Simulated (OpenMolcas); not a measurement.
**A workflow on triplet CHFO**

Wanted: a single-point energy (UHF/STO-3G), then the energy (CASSCF(2,2)/STO-3G), then a single-point energy (CASPT2(2,2)/STO-3G), then a single-point energy (SC-NEVPT2(2,2)/STO-3G), then the energy (MRCI(2,2)/STO-3G) of triplet CHFO. 

The results are computed with OpenMolcas 26.06.

2 further runs of the same task are left out: 1 that didn't finish, 1 set aside as unsound or not needed.

## (1) The molecule

CHFO has 4 atoms, charge 0, and is taken as a triplet. SMILES of the parent species: `O=CF`. The shape is that of a PBE0-D4/def2-TZVP optimisation. That shape belongs to the parent species and isn't relaxed for this state.

Bond lengths: O1–C2 1.174 Å, C2–F3 1.336 Å, C2–H4 1.097 Å. Angles: O1–C2–F3 122.9°, O1–C2–H4 127.8°, F3–C2–H4 109.3°.

## (2) The energy at UHF/STO-3G (run 1)

Contents of step1.inp:

```
&GATEWAY
BasLib=$CurrDir
Coord
4
angstrom
O       -0.889340       0.201180       0.827740
C       -0.046400       0.067520       0.021620
F        0.585200      -1.091810      -0.181820
H        0.350540       0.823120      -0.667550
Basis=STO-3G
Group=NoSym
&SEWARD
&SCF
UHF
Spin=3
Scramble=0.25
PrOrbitals=1 1
```

The basis set STO-3G is read from a file made from the Basis Set Exchange's data (not shown).

Launch:

```sh
$ export MOLCAS_MEM=1860
$ pymolcas step1.inp > step1.log
```

The program printed:

```text
--- Start Module: gateway ---
[...]
--- Stop Module: gateway /rc=_RC_ALL_IS_WELL_ ---
--- Start Module: seward ---
[...]
      Basis functions           16
--- Stop Module: seward /rc=_RC_ALL_IS_WELL_ ---
--- Start Module: scf ---
[...]
       Convergence after  20 Iterations
[...]
::    Total SCF energy                               -209.6974664191
[...]
      Total spin, S                                     1.0015563111
[...]
      Total electronic charge=   24.000000
      Total            charge=   -0.000000
[...]
      Dipole Moment (debye):
      Origin of the operator (angstrom)=   -0.0690   -0.3309    0.1952
                   X=  7.8473E-02               Y=  7.7898E-01               Z= -3.7436E-01           Total=  8.6782E-01
      Quadrupole Moment (debye*angstrom):
[...]
--- Stop Module: scf /rc=_RC_ALL_IS_WELL_ ---
[...]
```

Wall time 1.9 s (1 thread of Arm Neoverse V1, shared host); peak memory 0.37 GiB.

## (3) The energy at CASSCF(2,2)/STO-3G (run 2)

Contents of step2.input:

```
* CHFO CASSCF

&GATEWAY
  BasLib=$CurrDir
  Coord
  4
  angstrom
  O       -0.889340       0.201180       0.827740
  C       -0.046400       0.067520       0.021620
  F        0.585200      -1.091810      -0.181820
  H        0.350540       0.823120      -0.667550
  Basis=STO-3G
  Group=NoSym

&SEWARD

&RASSCF
  FileOrb=$CurrDir/step1.UnaOrb
  Spin=3
  Nactel=2 0 0
  Inactive=11
  Ras2=2
  OrbListing=Nothing
  OrbAppear=Compact
```

The basis set STO-3G is read from a file made from the Basis Set Exchange's data (not shown).

Launch:

```sh
$ export MOLCAS_MEM=1860
$ pymolcas step2.input > step2.log
```

The program printed:

```text
--- Start Module: gateway ---
[...]
--- Stop Module: gateway /rc=_RC_ALL_IS_WELL_ ---
--- Start Module: seward ---
[...]
      Basis functions           16
--- Stop Module: seward /rc=_RC_ALL_IS_WELL_ ---
--- Start Module: rasscf ---
[...]
      Number of active orbitals                  2
[...]
      Spin quantum number                      1.0
[...]
      Active orbitals                            2
[...]
      Number of CSFs                             1
[...]
      Number of root(s) required                 1
[...]
      Convergence after  8 iterations
[...]
      printout of CI-coefficients larger than  0.05 for root  1
      energy=    -209.695052
      conf/sym  11     Coeff  Weight
             1  uu   1.00000 1.00000
      Natural orbitals and occupation numbers for root  1
      sym 1:   1.000000   1.000000
      ************************************************************************************************************************
      *                                                    Final results                                                     *
[...]
::    RASSCF root number  1 Total energy:   -209.69505190
[...]
      Total electronic charge=   24.000000
      Total            charge=   -0.000000
[...]
      Dipole Moment (debye):
      Origin of the operator (angstrom)=   -0.0690   -0.3309    0.1952
                   X=  7.4358E-02               Y=  7.7543E-01               Z= -3.6883E-01           Total=  8.6189E-01
      Quadrupole Moment (debye*angstrom):
[...]
--- Stop Module: rasscf /rc=_RC_ALL_IS_WELL_ ---
[...]
```

It took 1.8 s on 1 thread of Arm Neoverse V1, shared host; peak memory 0.37 GiB.

## (4) A single-point energy at CASPT2(2,2)/STO-3G (run 3)

Contents of step3.input:

```
* CHFO CASPT2

&gateway
  baslib=$CurrDir
  coord
  4
  angstrom
  O       -0.889340       0.201180       0.827740
  C       -0.046400       0.067520       0.021620
  F        0.585200      -1.091810      -0.181820
  H        0.350540       0.823120      -0.667550
  basis=STO-3G
  group=NoSym

&seward

&rasscf
  fileorb=$CurrDir/step2.RasOrb
  spin=3
  nactel=2 0 0
  inactive=11
  ras2=2
  orblisting=Nothing
  orbappear=Compact

&caspt2
  imaginary=0.1
  frozen=3
```

The basis set STO-3G is read from a file made from the Basis Set Exchange's data (not shown).

Launch:

```sh
$ export MOLCAS_MEM=1860
$ pymolcas step3.input > step3.log
```

The program printed:

```text
--- Start Module: gateway ---
[...]
--- Stop Module: gateway /rc=_RC_ALL_IS_WELL_ ---
[...]
      Basis functions           16
[...]
--- Start Module: rasscf ---
[...]
      Number of active orbitals                  2
[...]
      Spin quantum number                      1.0
[...]
      Active orbitals                            2
[...]
      Number of CSFs                             1
[...]
      Number of root(s) required                 1
[...]
      Convergence after  4 iterations
[...]
      printout of CI-coefficients larger than  0.05 for root  1
      energy=    -209.695052
      conf/sym  11     Coeff  Weight
             1  uu   1.00000 1.00000
      Natural orbitals and occupation numbers for root  1
      sym 1:   1.000000   1.000000
      ************************************************************************************************************************
      *                                                    Final results                                                     *
[...]
::    RASSCF root number  1 Total energy:   -209.69505191
[...]
      Total electronic charge=   24.000000
      Total            charge=   -0.000000
[...]
      Dipole Moment (debye):
      Origin of the operator (angstrom)=   -0.0690   -0.3309    0.1952
                   X=  7.4346E-02               Y=  7.7542E-01               Z= -3.6882E-01           Total=  8.6187E-01
      Quadrupole Moment (debye*angstrom):
[...]
--- Stop Module: rasscf /rc=_RC_ALL_IS_WELL_ ---
--- Start Module: caspt2 ---
[...]
 ###    WARNING: User changed nr of frozen orbitals.                         ###
 ###############################################################################
[...]
      E2 (Variational):          -0.0719205708
      Total energy:            -209.7669724758
[...]
      Reference weight:           0.97197
[...]
::    CASPT2 Root  1     Total energy:   -209.76697248
[...]
--- Stop Module: caspt2 /rc=_RC_ALL_IS_WELL_ ---
[...]
```

Run time: 1.8 s. Hardware: 1 thread of Arm Neoverse V1, shared host; peak memory 0.37 GiB.

## (5) A single-point energy at SC-NEVPT2(2,2)/STO-3G (run 4)

Contents of step4.input:

```
* CHFO NEVPT2

&gateway
 baslib=$CurrDir
 coord
 4
 angstrom
 O       -0.889340       0.201180       0.827740
 C       -0.046400       0.067520       0.021620
 F        0.585200      -1.091810      -0.181820
 H        0.350540       0.823120      -0.667550
 basis=STO-3G
 group=NoSym

&seward

&rasscf
 fileorb=$CurrDir/step2.RasOrb
 spin=3
 nactel=2 0 0
 inactive=11
 ras2=2
 orblisting=Nothing
 orbappear=Compact

&caspt2
 sc-nevpt2
 frozen=3
```

The basis set STO-3G is read from a file made from the Basis Set Exchange's data (not shown).

Launch:

```sh
$ export MOLCAS_MEM=1860
$ pymolcas step4.input > step4.log
```

The program printed:

```text
--- Start Module: gateway ---

                                              &GATEWAY

                       available to each process: 1.9 GB of memory, 1 thread

 Basis Set     1 Label: O.STO-3G
 Basis set is read from library:.
 basistype.tbl is not found

 Basis Set     2 Label: C.STO-3G
 Basis set is read from library:.
 basistype.tbl is not found

 Basis Set     3 Label: F.STO-3G
 Basis set is read from library:.
 basistype.tbl is not found

 Basis Set     4 Label: H.STO-3G
 Basis set is read from library:.
 basistype.tbl is not found

++    Symmetry information:
      ---------------------

                    Character Table for C1

                             E
                    a        1  x, y, xy, Rz, z, xz, Ry, yz, Rx, I
--

[... 212 lines left out ...]
                                         RASSCF iterations: Energy and convergence statistics
[... 19 lines left out ...]
      printout of CI-coefficients larger than  0.05 for root  1
[... 4 lines left out ...]
      Natural orbitals and occupation numbers for root  1
[... 10 lines left out ...]
      RASSCF energy for state  1                   -209.69505191
[... 13 lines left out ...]
      Von Neumann Entropy (Root   1) =  1.00000
[... 57 lines left out ...]
      Spin density orbitals for root   1 are written to the SPDORB.1 file
[... 74 lines left out ...]
 Compute H0 matrices for state    1
[... 4 lines left out ...]
********************************************************************************
  NEVPT2 EQUATION SOLUTION
--------------------------------------------------------------------------------
 ###############################################################################
 ###    Location: AixRd                                                      ###
 ###    File: LUCIEX                                                         ###
 ###    Premature abort while reading buffer from disk                       ###
 ###    End of file reached                                                  ###
 ###############################################################################

--- Stop Module: caspt2 /rc=-6 ---

.########################.
.# Non-zero return code #.
.########################.

    Timing: Wall=1.52 User=1.13 System=0.38
```

Wall time 1.8 s (1 thread of Arm Neoverse V1, shared host); peak memory 0.37 GiB.

The run ended with an error.

## (6) The energy at MRCI(2,2)/STO-3G (run 5)

Contents of step5.inp:

```
* CHFO MRCI
>>> EXPORT MOLCAS_PRINT=2

&GATEWAY
  BasLib
  $CurrDir
  Coord
  4
  angstrom
  O       -0.889340       0.201180       0.827740
  C       -0.046400       0.067520       0.021620
  F        0.585200      -1.091810      -0.181820
  H        0.350540       0.823120      -0.667550
  Basis
  STO-3G
  Group
  NoSym

&SEWARD

&RASSCF
  FileOrb
  $CurrDir/step2.RasOrb
  Spin
  3
  Nactel
  2 0 0
  Inactive
  11
  Ras2
  2
  OrbListing
  Nothing
  OrbAppear
  Compact

&MOTRA
  LumOrb
  Frozen
  3

&GUGA
  Electrons
  18
  Spin
  3
  Inactive
  8
  Active
  2
  CIAll
  1

&MRCI
  SDCI
```

The basis set STO-3G is read from a file made from the Basis Set Exchange's data (not shown).

Launch:

```sh
$ export MOLCAS_MEM=1860
$ pymolcas step5.inp > step5.log
```

The program printed:

```text
--- Start Module: gateway ---
[...]
--- Stop Module: gateway /rc=_RC_ALL_IS_WELL_ ---
[...]
      Basis functions           16
[...]
      Number of active orbitals                  2
[...]
      Spin quantum number                      1.0
[...]
      Active orbitals                            2
[...]
      Number of CSFs                             1
[...]
      Number of root(s) required                 1
[...]
      Convergence after  4 iterations
[...]
      printout of CI-coefficients larger than  0.05 for root  1
      energy=    -209.695052
      conf/sym  11     Coeff  Weight
             1  uu   1.00000 1.00000
      Natural orbitals and occupation numbers for root  1
      sym 1:   1.000000   1.000000
      ************************************************************************************************************************
      *                                                    Final results                                                     *
[...]
::    RASSCF root number  1 Total energy:   -209.69505191
[...]
      Dipole Moment (debye):
      Origin of the operator (angstrom)=   -0.0690   -0.3309    0.1952
                   X=  7.4346E-02               Y=  7.7542E-01               Z= -3.6882E-01           Total=  8.6187E-01
      Quadrupole Moment (debye*angstrom):
[...]
      *** WARNING: Default frozen orbitals is overwritten by user input.
      *** Default values:   3
[...]
--- Start Module: guga ---
[...]
--- Stop Module: guga /rc=_RC_ALL_IS_WELL_ ---
--- Start Module: mrci ---
[...]
       (But an ACPF correction will be computed)
       USE THE DEFAULT ACPF G-VALUE GFAC=  0.11111111111111110
[...]
                      CI ENERGY:  -209.78796160
[...]
                ACPF CORRECTION:    -0.00487227
[...]
      Total electronic charge=   24.000000
      Total            charge=   -0.000000
[...]
     ACPF CORRECTION:     -0.00487227
[...]
  CI State   1     Total energy:   -209.78796160     QDav:     -0.00551747     QACPF:     -0.00487227
[...]
--- Stop Module: mrci /rc=_RC_ALL_IS_WELL_ ---
[...]
```

Run time: 1.9 s. Hardware: 1 thread of Arm Neoverse V1, shared host; peak memory 0.37 GiB.

## (7) Outcome

| quantity | value |
| --- | --- |
| run 1, UHF/STO-3G: total energy | -209.69747 Eh |
| run 1, UHF/STO-3G: dipole moment | 0.87 D |
| run 1, UHF/STO-3G: HOMO energy (highest over α and β) | -5.62 eV |
| run 1, UHF/STO-3G: LUMO energy (lowest over α and β) | 5.42 eV |
| run 1, UHF/STO-3G: ⟨S²⟩ | 2.005 |
| run 2, CASSCF(2,2)/STO-3G: total energy | -209.69505 Eh |
| run 2, CASSCF(2,2)/STO-3G: dipole moment (CASSCF density) | 0.86 D |
| run 3, CASPT2(2,2)/STO-3G: total energy | -209.76697 Eh |
| run 3, CASPT2(2,2)/STO-3G: dipole moment (CASSCF density) | 0.86 D |
| run 5, MRCI(2,2)/STO-3G: total energy | -209.78796 Eh |
| run 5, MRCI(2,2)/STO-3G: dipole moment (CASSCF density) | 0.86 D |
| run 4, SC-NEVPT2(2,2)/STO-3G | no result (crashed) |

What this shows: Mulliken charges (run 2, CASSCF(2,2)/STO-3G) run from -0.12 on F3 to +0.11 on C2; they depend strongly on the basis. 1 of the 5 runs did not end normally.
